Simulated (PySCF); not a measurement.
## Core-level binding energies of tetrahydro-1,3,5-triazinium

Compound: tetrahydro-1,3,5-triazinium, C3H8N3 (charge +1).
Structure used (PBE0-D3(BJ)/def2-SVP), in Å, numbered top down from 1:
```xyz
14
C3H8N3 angstrom
C      0.2284    2.1868    0.2637
N     -0.9636    1.6411    0.3080
C     -1.1376    0.2003    0.1106
N      0.0912   -0.4185    0.5000
C      1.2321    0.0457   -0.2262
N      1.3067    1.4933   -0.0134
H      0.3246    3.2609    0.4499
H     -1.7667    2.2280    0.5106
H     -1.9535   -0.1434    0.7611
H     -1.4379    0.0343   -0.9453
H      0.0397   -1.4258    0.6013
H      2.1460   -0.4118    0.1765
H      1.2031   -0.1366   -1.3209
H      2.2044    1.9665   -0.0381
```

Computed with delta-SCF UKS SCAN, pcX-2 on the ionised atom, pcseg-1 elsewhere, spin-free X2C in PySCF 2.14.0. These are vertical core ionisation energies against the vacuum level, from separate self-consistent calculations with and without the core hole.

What binding energy does each computed site have?

| atom(s) | bonded to | level | binding energy (eV) | above the level's lowest (eV) | count |
| --- | --- | --- | --- | --- | --- |
| C3/C5 | 2 N and 2 H | C 1s | 297.84 | 0.00 | 2 |
| C1 | 2 N and H | C 1s | 298.91 | +1.07 | 1 |
| N4 | 2 C and H | N 1s | 410.21 | 0.00 | 1 |
| N2/N6 | 2 C and H | N 1s | 411.69 | +1.48 | 2 |

Lowest listed C 1s: C3/C5, bonded to 2 N and 2 H. Highest, 1.07 eV above it: C1, bonded to 2 N and H. Summing the Pauling electronegativity differences to the bonded atoms, each weighted by its formal bond order, gives +0.28 for the lowest site and +1.12 for the highest.

Lowest listed N 1s: N4, bonded to 2 C and H. Highest, 1.48 eV above it: N2/N6, bonded to 2 C and H.

Give the binding energy of N 1s of N2 (atom 2)/N6 in hartree and in kJ/mol.

411.69 eV = 15.1293 Eh = 39722 kJ/mol.

Which effective nuclear charge Zeff reproduces each element's mean 1s value in the hydrogen-like formula E = 13.606 eV × Zeff²?

C (Z = 6): mean 298.2 eV, Zeff = 4.68, Z − Zeff = 1.32; N (Z = 7): mean 411.2 eV, Zeff = 5.50, Z − Zeff = 1.50. Means run over the listed sites, weighted by atom count.

Atoms equivalent by their bonding share one computed value, that of the first of them. The species carries charge +1, so core ionisation leaves charge +2. The structure is a single PBE0-D3(BJ)/def2-SVP conformer in the gas phase; no vibrational or solvent corrections.

Time: 34 s; peak memory 0.58 GiB. Hardware: an Arm Neoverse V1 with one thread, shared host with 32 logical CPUs at a one-minute load of 19.
